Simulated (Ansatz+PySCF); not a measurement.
singlet C₂H₆: levels of theory in one basis

```yaml
atoms:
  - { symbol: C, position_ang: [0.0000, 0.0000, -0.7596] }
  - { symbol: C, position_ang: [0.0000, 0.0000, 1.5191] }
  - { symbol: H, position_ang: [0.0000, -1.0240, -1.1651] }
  - { symbol: H, position_ang: [-0.8868, 0.5120, -1.1651] }
  - { symbol: H, position_ang: [0.8868, 0.5120, -1.1651] }
  - { symbol: H, position_ang: [0.0000, 1.0240, 1.9247] }
  - { symbol: H, position_ang: [-0.8868, -0.5120, 1.9247] }
  - { symbol: H, position_ang: [0.8868, -0.5120, 1.9247] }
```

Basis set: cc-pVDZ (spherical functions). Frozen core: 2 orbitals. Charge 0, multiplicity 1.

Computed with Ansatz (development build ahead of 0.2.0); each method stands on the lowest determinant of its kind that the runs found. NEVPT2 correlates all electrons. Active spaces start from the frontier orbitals, and the lowest solution found is given.

```tsv
method	E − E(RHF) (eV)	<S²> of the determinant
RHF	0.00	0.00
UHF	-0.23	0.43
RHF-MP2	-8.48	–
UHF-MP2	-7.94	0.43
RHF-CCSD	-9.62	–
UHF-CCSD	-9.59	0.43
RHF-CCSD(T)	-9.96	–
UHF-CCSD(T)	-9.91	0.43
SC-NEVPT2(2,2)	-8.77	–
```

(1) What does CASSCF(2,2) give on the same scale?

(2) Is a single determinant a sound starting point here?

Results:

(1) -1.18 eV.

(2) Only with care. Unrestricted orbitals gain 0.23 eV and <S²> is 0.43 against 0.00 for a pure state, so spin symmetry breaks but gains little energy; restricted orbitals can still serve. The CASSCF(2,2) natural occupations are 1.86, 0.14.

Caution for UHF, UHF-MP2, UHF-CCSD, UHF-CCSD(T): the unrestricted determinant is spin contaminated; the determinant breaks the point group. Caution for RHF-MP2, UHF-MP2, RHF-CCSD, UHF-CCSD, RHF-CCSD(T), UHF-CCSD(T): bonds are stretched, where a single reference can fail. Caution for UHF-MP2: another reference gives a lower total.
